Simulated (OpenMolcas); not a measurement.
# HS− (SMILES [SH-]): a chain of runs

We compute a single-point energy (UHF/3-21G), then a single-point energy (CASSCF(2,2)/3-21G), then the energy (CASPT2(2,2)/3-21G), then a single-point energy (SC-NEVPT2(2,2)/3-21G), then the energy (MRCI(2,2)/3-21G) of HS−. 

The calculation is run with OpenMolcas 26.06.

**1. The system as given**

The species is HS− (2 atoms), meant as a singlet with charge -1. As SMILES, `[SH-]`. The S1–H2 distance was set to 3.365 Å, away from the relaxed value.

**2. The energy at UHF/3-21G (run 1)**

step1.input reads:

```
* HS Hartree-Fock

&GATEWAY
  BasLib
  $CurrDir
  Coord
  2
  angstrom
  S        2.298785      -0.751595       1.181992
  H       -0.574700       0.187900      -0.295500
  Basis
  3-21G
  Group
  NoSym

&SEWARD

&SCF
  UHF
  Charge
  -1
  Scramble
  0.25
  PrOrbitals
  1 1
```

The basis set 3-21G is read from a file made from the Basis Set Exchange's data (not shown).

Run with:

```
$ export MOLCAS_MEM=1860
$ pymolcas step1.input > step1.log
```

Standard output:

```text
--- Start Module: gateway ---
[...]
--- Stop Module: gateway /rc=_RC_ALL_IS_WELL_ ---
--- Start Module: seward ---
[...]
      Basis functions           15
--- Stop Module: seward /rc=_RC_ALL_IS_WELL_ ---
--- Start Module: scf ---
[...]
       Convergence after  23 Iterations
[...]
::    Total SCF energy                               -396.0618911668
[...]
      Total spin, S                                     0.6108637277
[...]
      Total electronic charge=   18.000000
      Total            charge=   -1.000000
[...]
      Dipole Moment (debye):
      Origin of the operator (angstrom)=    2.2110   -0.7229    1.1368
                   X= -3.2061E-01               Y=  1.0482E-01               Z= -1.6485E-01           Total=  3.7544E-01
      Center of Charge (angstrom)
[...]
--- Stop Module: scf /rc=_RC_ALL_IS_WELL_ ---
[...]
```

It took 1.8 s on 1 thread of Arm Neoverse V2, shared host; peak memory 0.37 GiB.

**3. The energy at CASSCF(2,2)/3-21G (run 2)**

step2.input reads:

```
* HS CASSCF

&GATEWAY
 BasLib=$CurrDir
 Coord
 2
 angstrom
 S        2.298785      -0.751595       1.181992
 H       -0.574700       0.187900      -0.295500
 Basis=3-21G
 Group=NoSym

&SEWARD

&RASSCF
 FileOrb=$CurrDir/step1.UnaOrb
 Spin=1
 Nactel=2 0 0
 Inactive=8
 Ras2=2
 OrbListing=Nothing
```

The basis set 3-21G is read from a file made from the Basis Set Exchange's data (not shown).

Run with:

```
$ export MOLCAS_MEM=1860
$ pymolcas step2.input > step2.log
```

Standard output:

```text
--- Start Module: gateway ---
[...]
--- Stop Module: gateway /rc=_RC_ALL_IS_WELL_ ---
--- Start Module: seward ---
[...]
      Basis functions           15
--- Stop Module: seward /rc=_RC_ALL_IS_WELL_ ---
--- Start Module: rasscf ---
[...]
      Number of active orbitals                  2
[...]
      Spin quantum number                      0.0
[...]
      Active orbitals                            2
[...]
      Number of CSFs                             3
[...]
      Number of root(s) required                 1
[...]
      Convergence after  8 iterations
[...]
      printout of CI-coefficients larger than  0.05 for root  1
      energy=    -396.064084
      conf/sym  11     Coeff  Weight
             1  20  -0.79446 0.63117
             3  02   0.60732 0.36883
      Natural orbitals and occupation numbers for root  1
      sym 1:   1.262332   0.737668
      ************************************************************************************************************************
      *                                                    Final results                                                     *
[...]
::    RASSCF root number  1 Total energy:   -396.06408412
[...]
      Total electronic charge=   18.000000
      Total            charge=   -1.000000
[...]
      Dipole Moment (debye):
      Origin of the operator (angstrom)=    2.2110   -0.7229    1.1368
                   X= -1.7917E-01               Y=  5.8580E-02               Z= -9.2126E-02           Total=  2.0981E-01
      Center of Charge (angstrom)
[...]
--- Stop Module: rasscf /rc=_RC_ALL_IS_WELL_ ---
[...]
```

Wall time 1.5 s (1 thread of Arm Neoverse V2, shared host); peak memory 0.37 GiB.

**4. A single-point energy at CASPT2(2,2)/3-21G (run 3)**

step3.input reads:

```
>>> EXPORT MOLCAS_PRINT=2
&GATEWAY
BasLib=$CurrDir
Coord
2
angstrom
S        2.298785      -0.751595       1.181992
H       -0.574700       0.187900      -0.295500
Basis=3-21G
Group=NoSym
&SEWARD
&RASSCF
FileOrb=$CurrDir/step2.RasOrb
Spin=1
Nactel=2 0 0
Inactive=8
Ras2=2
OrbListing=Nothing
&CASPT2
Imaginary=0.1
Frozen=5
```

The basis set 3-21G is read from a file made from the Basis Set Exchange's data (not shown).

Run with:

```
$ export MOLCAS_MEM=1860
$ pymolcas step3.input > step3.log
```

Standard output:

```text
--- Start Module: gateway ---
[...]
--- Stop Module: gateway /rc=_RC_ALL_IS_WELL_ ---
[...]
      Basis functions           15
[...]
--- Start Module: rasscf ---
[...]
      Number of active orbitals                  2
[...]
      Spin quantum number                      0.0
[...]
      Active orbitals                            2
[...]
      Number of CSFs                             3
[...]
      Number of root(s) required                 1
[...]
      Convergence after  4 iterations
[...]
      printout of CI-coefficients larger than  0.05 for root  1
      energy=    -396.064084
      conf/sym  11     Coeff  Weight
             1  20  -0.79446 0.63117
             3  02   0.60732 0.36883
      Natural orbitals and occupation numbers for root  1
      sym 1:   1.262331   0.737669
      ************************************************************************************************************************
      *                                                    Final results                                                     *
[...]
::    RASSCF root number  1 Total energy:   -396.06408412
[...]
      Total electronic charge=   18.000000
      Total            charge=   -1.000000
[...]
      Dipole Moment (debye):
      Origin of the operator (angstrom)=    2.2110   -0.7229    1.1368
                   X= -1.7918E-01               Y=  5.8582E-02               Z= -9.2129E-02           Total=  2.0982E-01
      Center of Charge (angstrom)
[...]
--- Stop Module: rasscf /rc=_RC_ALL_IS_WELL_ ---
--- Start Module: caspt2 ---
[...]
 ###    WARNING: User changed nr of frozen orbitals.                         ###
 ###############################################################################
[...]
      E2 (Variational):          -0.0328436951
      Total energy:            -396.0969278158
[...]
      Reference weight:           0.98536
[...]
::    CASPT2 Root  1     Total energy:   -396.09692782
[...]
--- Stop Module: caspt2 /rc=_RC_ALL_IS_WELL_ ---
[...]
```

Run time: 1.5 s. Hardware: 1 thread of Arm Neoverse V2, shared host; peak memory 0.37 GiB.

**5. The energy at SC-NEVPT2(2,2)/3-21G (run 4)**

step4.input reads:

```
&gateway
  baslib
  $CurrDir
  coord
  2
  angstrom
  S        2.298785      -0.751595       1.181992
  H       -0.574700       0.187900      -0.295500
  basis
  3-21G
  group
  NoSym

&seward

&rasscf
  fileorb
  $CurrDir/step2.RasOrb
  spin
  1
  nactel
  2 0 0
  inactive
  8
  ras2
  2
  orblisting
  Nothing

&caspt2
  sc-nevpt2
  frozen
  5
```

The basis set 3-21G is read from a file made from the Basis Set Exchange's data (not shown).

Run with:

```
$ export MOLCAS_MEM=1860
$ pymolcas step4.input > step4.log
```

Standard output:

```text
--- Start Module: gateway ---
[...]
--- Stop Module: gateway /rc=_RC_ALL_IS_WELL_ ---
[...]
      Basis functions           15
[...]
--- Start Module: rasscf ---
[...]
      Number of active orbitals                  2
[...]
      Spin quantum number                      0.0
[...]
      Active orbitals                            2
[...]
      Number of CSFs                             3
[...]
      Number of root(s) required                 1
[...]
      Convergence after  4 iterations
[...]
      printout of CI-coefficients larger than  0.05 for root  1
      energy=    -396.064084
      conf/sym  11     Coeff  Weight
             1  20  -0.79446 0.63117
             3  02   0.60732 0.36883
      Natural orbitals and occupation numbers for root  1
      sym 1:   1.262331   0.737669
      ************************************************************************************************************************
      *                                                    Final results                                                     *
[...]
::    RASSCF root number  1 Total energy:   -396.06408412
[...]
      Total electronic charge=   18.000000
      Total            charge=   -1.000000
[...]
      Dipole Moment (debye):
      Origin of the operator (angstrom)=    2.2110   -0.7229    1.1368
                   X= -1.7918E-01               Y=  5.8582E-02               Z= -9.2129E-02           Total=  2.0982E-01
      Center of Charge (angstrom)
[...]
--- Stop Module: rasscf /rc=_RC_ALL_IS_WELL_ ---
--- Start Module: caspt2 ---
[...]
 ###    WARNING: User changed nr of frozen orbitals.                         ###
 ###############################################################################
[...]
      E2 (Variational):          -0.0322741726
[...]
      E2 (Variational):          -0.0322705923
      Total energy:            -396.0963547130
[...]
      Reference weight:           0.98612
[...]
::    SC-NEVPT2 Root  1     Total energy:   -396.09635471
[...]
--- Stop Module: caspt2 /rc=_RC_ALL_IS_WELL_ ---
[...]
```

Wall time 1.5 s (1 thread of Arm Neoverse V2, shared host); peak memory 0.37 GiB.

**6. The energy at MRCI(2,2)/3-21G (run 5)**

step5.input reads:

```
* HS MRCI
&gateway
baslib
$CurrDir
coord
2
angstrom
S        2.298785      -0.751595       1.181992
H       -0.574700       0.187900      -0.295500
basis
3-21G
group
NoSym
&seward
&rasscf
fileorb
$CurrDir/step2.RasOrb
spin
1
nactel
2 0 0
inactive
8
ras2
2
orblisting
Nothing
&motra
lumorb
frozen
5
&guga
electrons
8
spin
1
inactive
3
active
2
ciall
1
&mrci
sdci
```

The basis set 3-21G is read from a file made from the Basis Set Exchange's data (not shown).

Run with:

```
$ export MOLCAS_MEM=1860
$ pymolcas step5.input > step5.log
```

Standard output:

```text
--- Start Module: gateway ---
[...]
--- Stop Module: gateway /rc=_RC_ALL_IS_WELL_ ---
[...]
      Basis functions           15
[...]
      Number of active orbitals                  2
[...]
      Spin quantum number                      0.0
[...]
      Active orbitals                            2
[...]
      Number of CSFs                             3
[...]
      Number of root(s) required                 1
[...]
      Convergence after  4 iterations
[...]
      printout of CI-coefficients larger than  0.05 for root  1
      energy=    -396.064084
      conf/sym  11     Coeff  Weight
             1  20  -0.79446 0.63117
             3  02   0.60732 0.36883
      Natural orbitals and occupation numbers for root  1
      sym 1:   1.262331   0.737669
      ************************************************************************************************************************
      *                                                    Final results                                                     *
[...]
::    RASSCF root number  1 Total energy:   -396.06408412
[...]
      Dipole Moment (debye):
      Origin of the operator (angstrom)=    2.2110   -0.7229    1.1368
                   X= -1.7918E-01               Y=  5.8582E-02               Z= -9.2129E-02           Total=  2.0982E-01
      Center of Charge (angstrom)
[...]
      *** WARNING: Default frozen orbitals is overwritten by user input.
      *** Default values:   5
[...]
--- Start Module: guga ---
[...]
--- Stop Module: guga /rc=_RC_ALL_IS_WELL_ ---
--- Start Module: mrci ---
[...]
       (But an ACPF correction will be computed)
       USE THE DEFAULT ACPF G-VALUE GFAC=  0.25000000000000000
[...]
                      CI ENERGY:  -396.10278743
[...]
                ACPF CORRECTION:    -0.00060511
[...]
      Total electronic charge=   18.000000
      Total            charge=   -1.000000
[...]
     ACPF CORRECTION:     -0.00060511
[...]
  CI State   1     Total energy:   -396.10278743     QDav:     -0.00081104     QACPF:     -0.00060511
[...]
--- Stop Module: mrci /rc=_RC_ALL_IS_WELL_ ---
[...]
```

It took 1.6 s on 1 thread of Arm Neoverse V2, shared host; peak memory 0.37 GiB.

**7. Summary of results**

```
                                                               quantity          value
                                         run 1, UHF/3-21G: total energy  -396.06189 Eh
                                          run 1, UHF/3-21G: HOMO energy       -1.24 eV
                                          run 1, UHF/3-21G: LUMO energy        7.15 eV
run 1, UHF/3-21G: HOMO–LUMO gap (to an unbound level, set by the basis)        8.38 eV
                                                 run 1, UHF/3-21G: ⟨S²⟩          0.984
                                 run 2, CASSCF(2,2)/3-21G: total energy  -396.06408 Eh
                                 run 3, CASPT2(2,2)/3-21G: total energy  -396.09693 Eh
                              run 4, SC-NEVPT2(2,2)/3-21G: total energy  -396.09635 Eh
                                   run 5, MRCI(2,2)/3-21G: total energy  -396.10279 Eh
```

In words: ⟨S²⟩ (run 1, UHF/3-21G) is 0.98 where a pure singlet has 0.00: the reference is spin-contaminated.
